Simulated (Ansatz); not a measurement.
C6H12 (`C=CCCCC`), relaxed with RKS PBE0-D4/def2-TZVP in the Gaussian-basis code of Ansatz from a PBE-D4/def2-SVP geometry. The force threshold is 0.005 eV/Å; the program also tests the step.

Charge 0, multiplicity 1.

Start:

```xyz
18

C     2.318   -1.549   -0.905
C     1.086   -1.029   -0.767
C     0.313   -0.964    0.521
C     0.098    0.468    1.056
C    -0.662    1.422    0.122
C    -2.079    0.967   -0.237
H     2.839   -1.559   -1.876
H     2.853   -1.991   -0.047
H     0.593   -0.600   -1.660
H    -0.679   -1.450    0.376
H     0.839   -1.562    1.295
H    -0.447    0.399    2.024
H     1.091    0.908    1.291
H    -0.712    2.420    0.610
H    -0.074    1.580   -0.809
H    -2.604    1.724   -0.853
H    -2.691    0.797    0.675
H    -2.081    0.019   -0.814
```

```csv
step,energy (eV),largest force (eV/Å),largest move (Å)
1,-6411.9933,0.523,0.000
2,-6412.0672,0.164,0.042
3,-6412.0724,0.050,0.020
4,-6412.0724,0.050,0.007
5 (rejected),-6412.0720,0.082,0.027
6,-6412.0731,0.004,0.013
```

End:

```xyz
18

C     2.280   -1.531   -0.899
C     1.070   -1.007   -0.760
C     0.307   -0.953    0.522
C     0.098    0.467    1.053
C    -0.648    1.409    0.117
C    -2.052    0.946   -0.239
H     2.794   -1.535   -1.854
H     2.801   -1.981   -0.058
H     0.589   -0.570   -1.633
H    -0.670   -1.432    0.380
H     0.833   -1.543    1.278
H    -0.447    0.402    2.003
H     1.078    0.898    1.286
H    -0.705    2.393    0.594
H    -0.066    1.558   -0.799
H    -2.570    1.690   -0.848
H    -2.651    0.778    0.661
H    -2.042    0.011   -0.805
```

It took 12 s on 2 threads of an AMD EPYC 7R13 on a shared host and a share of an NVIDIA H100 80 GB, with 0.9 GiB of host memory at the peak.
